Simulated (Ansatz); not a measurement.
Consider the formal hydrolysis of a C–F bond: `CNC(C)F` + H₂O → `CNC(C)O` + H–F.

Program: Ansatz. Geometries: PBE0-D4/def2-TZVP. ΔE: electronic, gas phase. CBS: MP2 limit from def2 TZ/QZ plus the TZ coupled-cluster correction, frozen cores. This one scheme is used for every species. Each species was taken in one conformer, which may not be the lowest.

| species | SCS-MP2/def2-QZVPP energy (Eh) |
| --- | --- |
| `CNC(C)F` | -273.33404 |
| H₂O | -76.34808 |
| `CNC(C)O` | -249.31136 |
| H–F | -100.36288 |

(1) Work out ΔE.

Largest T1 diagnostic among the species: 0.010.

## Answers

(1) ΔE = (-249.31136) + (-100.36288) − (-273.33404) − (-76.34808) = 0.00788 Eh = +0.21 eV. CCSD(T)/CBS gives +0.21 eV.

In def2-TZVPP, CCSD(T) changes the Hartree–Fock value by −0.14 eV (the triples alone add −0.01 eV) and MP2 by −0.17 eV. The D4 term adds −0.05 eV with B3LYP and −0.03 eV with PBE0; it sums over pairs of atoms, weighted by their polarisabilities, and B3LYP, whose exchange is more repulsive, gets the larger term. From PBE to PBE0 (25 % exact exchange), in def2-TZVPP and without D4, ΔE moves by −0.03 eV.

B3LYP here is the variant with VWN-RPA as its local correlation; programs differ in this.
